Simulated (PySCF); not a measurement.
Gas-phase reaction: 2 SiCl3NH2 + SiH = N + H2SiNH + 2 SiHCl3

Method: PySCF energies plus ideal-gas RRHO corrections (1 bar). † marks an energy on the PBE0/def2-TZVP geometry and frequencies; other levels use their own. 6-31G* has spherical d functions here. Open shells (unrestricted): SiH (multiplicity 2, electronic degeneracy 4), N (multiplicity 4); the rest are closed-shell singlets. Spin-orbit splitting is ignored; it lowers the true energy and changes the entropy of SiH. B3LYP is the form with VWN-RPA correlation. SiCl3NH2, H2SiNH: computed as isolated molecules; such fragments, hydroxides, amides, oligomers or adducts are transient or little studied in the gas. The harmonic model lacks anharmonicity and excited electronic states, which grow with temperature; levels with a mode under 35 cm⁻¹ are left out. Internal rotation in SiCl3NH2 is treated as a harmonic vibration of one conformer, which makes the entropy rough.

| level | ΔE electronic, kJ | ΔH°(298 K), kJ | ΔS°(298 K), J/K | ΔG°(1800 K), kJ |
|---|---|---|---|---|
| B3LYP/6-31G* | 484 | 456 | 112 | 265 |
| HF/6-31G* | 295 | 267 | 112 | 80 |
| HF/def2-TZVP† | 307 | 279 | 110 | 92 |
| PBE/def2-SVP | 532 | 505 | 109 | 319 |
| PBE/def2-TZVP† | 526 | 498 | 110 | 311 |
| PBE0/def2-QZVP† | 524 | 495 | 110 | 308 |
| PBE0/def2-TZVP | 518 | 489 | 110 | 302 |
| r2SCAN/def2-TZVP† | 492 | 464 | 110 | 276 |
| ωB97M-V/def2-TZVP† | 521 | 493 | 110 | 305 |
ΔH° is lowest at HF/6-31G* and highest at PBE/def2-SVP. No reference value is set beside these.
